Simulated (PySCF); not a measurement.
Species: ketene, C2H2O.
SMILES with atom numbers: `[CH2:1]=[C:2]=[O:3]` (hydrogens: H4, H5 on C1)

A GFN2-xTB structure was refined with BHandHLYP/6-31+G* geometry optimisation, gas phase (PySCF). Its GFN2-xTB values:

```tsv
coordinate	GFN2-xTB
C1=C2	1.289 Å
C1–H4	1.072 Å
C2=O3	1.162 Å
C1–C2–O3	180.0°
C2–C1–H4	121.1°
H4–C1–H5	117.7°
```

Question: How do these coordinates change at the BHandHLYP/6-31+G* level?

Answer: 
```json
{"coordinate": "C1=C2", "BHandHLYP/6-31+G* (Å or °)": "1.308", "change": "+0.019"}
{"coordinate": "C2=O3", "BHandHLYP/6-31+G* (Å or °)": "1.157", "change": "-0.005"}
{"coordinate": "C1–H4", "BHandHLYP/6-31+G* (Å or °)": "1.075", "change": "+0.003"}
{"coordinate": "H4–C1–H5", "BHandHLYP/6-31+G* (Å or °)": "120.8", "change": "+3.1"}
{"coordinate": "C2–C1–H4", "BHandHLYP/6-31+G* (Å or °)": "119.6", "change": "-1.5"}
{"coordinate": "C1–C2–O3", "BHandHLYP/6-31+G* (Å or °)": "180.0", "change": "0.0"}
```

The energy falls by 0.42 kcal/mol over 5 energy and gradient evaluations, the largest force component goes from 0.0303 to 8.6e-05 Eh/bohr, and the atoms move by 0.014 Å rms after alignment. The bond that changes most is C1=C2 (outer carbon of cumulated double bonds to central carbon of a ketene), which lengthens by 0.019 Å. Bonds longer at the end by more than 0.005 Å: 1 of 4; shorter: 1. Rotational constants go from 298038, 10451, 10097 to 286966, 10371, 10009 MHz.

The run used 58 basis functions and 29 SCF cycles in all.

No BHandHLYP/6-31+G* frequencies stand behind this structure, so it isn't proved a minimum.
